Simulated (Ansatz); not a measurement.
# C₅H₄: up Jacob's ladder to CCSD(T)

Aim: compute C₅H₄ with functionals from several rungs and with coupled cluster. The yardstick is the atomisation energy at the CCSD(T) limit.

Program: Ansatz 0.2.0, Gaussian basis. Level of theory: functionals in def2-TZVPP, the program's frozen cores in correlated methods. These are calculated values, not measurements.

Levels to be run: LDA (SPW92), PBE-D4, revPBE-D4, BLYP-D4, r2SCAN-D4, B97M-V, PBE0-D4, B3LYP-D4, r2SCANh-D4, r2SCAN0-D4, HSE06-D4, BHLYP-D4, CAM-B3LYP-D4, LC-ωPBE, ωB97X-V, ωB97M-V, B2PLYP, PBE-QIDH; CCSD(T)/def2-SVP; CCSD(T)/def2-TZVPP; MP2/def2-QZVPP; extrapolation to the limit; RPA on PBE.

## Step 1: Structure used throughout

All runs share one geometry, relaxed beforehand with PBE0-D4 in a triple-zeta def2 set.

9 atoms, charge 0, spin multiplicity 1.

Atoms are counted from 1 here; the program's logs count them from 0.

Bond lengths: C1–C2 1.306 Å, C1–H6 1.088 Å, C1–H7 1.088 Å, C2–C3 1.288 Å, C3–C4 1.447 Å, C3–C5 1.447 Å, C4–C5 1.305 Å, C4–H8 1.078 Å, C5–H9 1.078 Å. Angles: C2–C1–H6 121.8°, C2–C1–H7 121.8°, H6–C1–H7 116.4°, C1–C2–C3 180.0°, C2–C3–C4 153.2°, C2–C3–C5 153.2°, C4–C3–C5 53.6°, C3–C4–C5 63.2°, C3–C4–H8 147.5°, C5–C4–H8 149.3°, C3–C5–C4 63.2°, C3–C5–H9 147.5°, C4–C5–H9 149.3°.

## Step 2: LDA

This LDA is Slater exchange with PW92 correlation.

Input file in.yaml:

```yaml
crystal:
  periodic: [false, false, false]
  atoms:
    - {symbol: C, position_ang: [0.209531, 1.286604, -1.715230]}
    - {symbol: C, position_ang: [0.088568, 0.503489, -0.677528]}
    - {symbol: C, position_ang: [-0.030888, -0.268699, 0.346830]}
    - {symbol: C, position_ang: [-0.320211, -1.535826, 0.982236]}
    - {symbol: C, position_ang: [0.019393, -0.548738, 1.765303]}
    - {symbol: H, position_ang: [-0.625881, 1.873011, -2.091303]}
    - {symbol: H, position_ang: [1.151242, 1.387670, -2.250227]}
    - {symbol: H, position_ang: [-0.612476, -2.566342, 0.864007]}
    - {symbol: H, position_ang: [0.209324, -0.177470, 2.759010]}
basis:
  gaussian: {orbitals: def2-TZVPP}
hamiltonian: {xc: lda}
output: {orbitals: {seedname: orbitals}}
```

The run is started by

```bash
ansatz run in.yaml --threads 2 --pin off --events-out ev --progress --plain --max-ram 4352MiB
```

After this run come: PBE-D4 (GGA); revPBE-D4 (GGA); BLYP-D4 (GGA); r2SCAN-D4 (meta-GGA); B97M-V (meta-GGA); B3LYP-D4 (hybrid); r2SCANh-D4 (hybrid); r2SCAN0-D4 (hybrid); HSE06-D4 (hybrid); BHLYP-D4 (hybrid); CAM-B3LYP-D4 (range-separated); LC-ωPBE (range-separated); ωB97X-V (range-separated); ωB97M-V (range-separated); B2PLYP (double hybrid); PBE-QIDH (double hybrid); CCSD(T) in def2-SVP; CCSD(T) in def2-TZVPP; MP2 in def2-QZVPP; RPA on PBE orbitals.

Q: Predict the results of all the runs planned. Wanted: atomisation energy, CCSD(T)/CBS; farthest beyond LDA; mean size of error, GGA; mean size of error, meta-GGA; mean size of error, hybrid; mean size of error, range-separated; mean size of error, double hybrid; gap, smallest and largest; T1 diagnostic.

**Answer**, as computed:

```
                               quantity                                      value
        atomisation energy, CCSD(T)/CBS                              4021.6 kJ/mol
 functionals within 20.1 kJ/mol (0.5 %)                r2SCAN0-D4, ωB97X-V, B2PLYP
                    farthest beyond LDA                     PBE-D4 (+215.1 kJ/mol)
                mean size of error, GGA                               122.6 kJ/mol
           mean size of error, meta-GGA                                57.3 kJ/mol
             mean size of error, hybrid                                70.6 kJ/mol
    mean size of error, range-separated                                33.7 kJ/mol
      mean size of error, double hybrid                                19.1 kJ/mol
              gap, smallest and largest  3.07 eV (LDA (SPW92)), 10.33 eV (LC-ωPBE)
                          T1 diagnostic                                     0.0131
triples share of the correlation energy                                      5.1 %
```

The LDA atomisation energy is off by 712.7 kJ/mol (18 %): it overbinds. PBE-D4 misses by +215.1 kJ/mol. Double hybrids carry the basis error of their MP2 part in triple zeta, and no dispersion term here, so their miss is partly the set-up's. Taken by rung, double hybrid functionals do best (19.1 kJ/mol on average) and GGA ones worst beyond LDA (122.6 kJ/mol). The reference freezes the cores and leaves out relativity and excitations past (T), so misses under about 20.1 kJ/mol can't be ranked. Hartree-Fock recovers 72 % of the binding; the rest is correlation. CCSD(T) in def2-SVP is off by -144.8 kJ/mol, worse than the median functional, from the basis alone. The gap grows from 3.1 to 10.3 eV across the functionals, mostly with the share of exact exchange.
